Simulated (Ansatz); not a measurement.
**BH₄O (doublet): from Hartree-Fock to the top rungs at distance O1–H3 along a hydrogen transfer = 1.261 Å, cc-pVDZ**

How much of the correlation energy of BH₄O (doublet) does each wave-function method recover here?

Computed with Ansatz 0.2.0, Gaussian basis. Level: cc-pVDZ, core rule «outside noble gas», up to 2 orbitals frozen.

To be run: UHF; CCSD(T) on ROHF; CCSD(T) on UHF; BCCD(T) on ROHF; CISD; CCSDT(Q) on ROHF; CCSDT(Q) on UHF; CASSCF and MRCISD+Q, 3 electrons in 3 orbitals; CASSCF and NEVPT2, 3 electrons in 3 orbitals.

10 further runs of the same task are left out: 1 for a mislabelled method, 8 that didn't finish, 1 set aside as unsound or not needed.

## Step 1: What is computed

The geometry derives from fragments relaxed apart (PBE0/def2-TZVP) and kept rigid, so it is no stationary point. A hydrogen atom is moved between rigid fragments.

6 atoms, charge 0, spin multiplicity 2.

Atoms are counted from 1 here; the program's logs count them from 0.

Bond lengths: O1–H2 0.960 Å, O1–H3 1.261 Å, H3–B4 1.170 Å, B4–H5 1.191 Å, B4–H6 1.191 Å. Angles: H2–O1–H3 105.1°, O1–H3–B4 180.0°, H3–B4–H5 115.3°, H3–B4–H6 115.3°, H5–B4–H6 129.4°.

## Step 2: UHF

Input file in.yaml:

```yaml
crystal:
  periodic: [false, false, false]
  atoms:
    - {symbol: O, position_ang: [-1.077360, -0.030281, 0.000000]}
    - {symbol: H, position_ang: [-1.326669, 0.896295, 0.000000]}
    - {symbol: H, position_ang: [0.183640, -0.030281, 0.000000]}
    - {symbol: B, position_ang: [1.353640, -0.030281, 0.000000]}
    - {symbol: H, position_ang: [1.862714, -0.030281, 1.077008]}
    - {symbol: H, position_ang: [1.862713, -0.030281, -1.077009]}
basis:
  gaussian: {orbitals: cc-pVDZ}
magnetization: {spin_polarized: true, initial_magnetization: 1}
hamiltonian: {xc: hf}
output: {orbitals: {seedname: orbitals}}
```

Started as:

```
$ ansatz run in.yaml --threads 1 --pin off --events-out ev --progress --plain --max-ram 2393MiB
```

The runs that follow: CCSD(T) on ROHF; CCSD(T) on UHF; BCCD(T) on ROHF; CISD; CCSDT(Q) on ROHF; CCSDT(Q) on UHF; CASSCF and MRCISD+Q, 3 electrons in 3 orbitals; CASSCF and NEVPT2, 3 electrons in 3 orbitals.

Before running them: what should the planned runs give, taken together? Wanted: UCCSDT(Q) below the RHF energy; RMP2 from UCCSDT(Q); UMP2 from UCCSDT(Q); RCCSD from UCCSDT(Q); RCCSD(T) from UCCSDT(Q); UCCSD(T) from UCCSDT(Q); RCCSDT(Q) from UCCSDT(Q); NEVPT2 pair from UCCSDT(Q); MRCISD+Q pair from UCCSDT(Q).

The runs gave:

| quantity | value |
| --- | --- |
| UCCSDT(Q) below the RHF energy | -8.7170 eV |
| RMP2 from UCCSDT(Q) | +110.3 kJ/mol |
| UMP2 from UCCSDT(Q) | +113.5 kJ/mol |
| RCCSD from UCCSDT(Q) | +18.8 kJ/mol |
| RCCSD(T) from UCCSDT(Q) | +3.5 kJ/mol |
| UCCSD(T) from UCCSDT(Q) | +3.5 kJ/mol |
| RCCSDT(Q) from UCCSDT(Q) | 0.0 kJ/mol |
| NEVPT2 pair from UCCSDT(Q) | +105.0 kJ/mol |
| MRCISD+Q pair from UCCSDT(Q) | +9.1 kJ/mol |
| levels within 1 kcal/mol (43 meV) | RCCSD(T), UCCSD(T), BCCD(T), RCCSDT, UCCSDT, RCCSDT(Q) |
| T1 diagnostic | 0.028 |

What this shows: RCCSD(T) misses by +3.5 kJ/mol, 0.4 % of the correlation energy. Of the multireference levels listed MRCISD+Q pair comes nearest in total energy (+9.1 kJ/mol), which doesn't show that its space is the better one. These misses are within one basis, not against nature; the frozen cores of restricted and unrestricted runs differ, which can shift their rows.
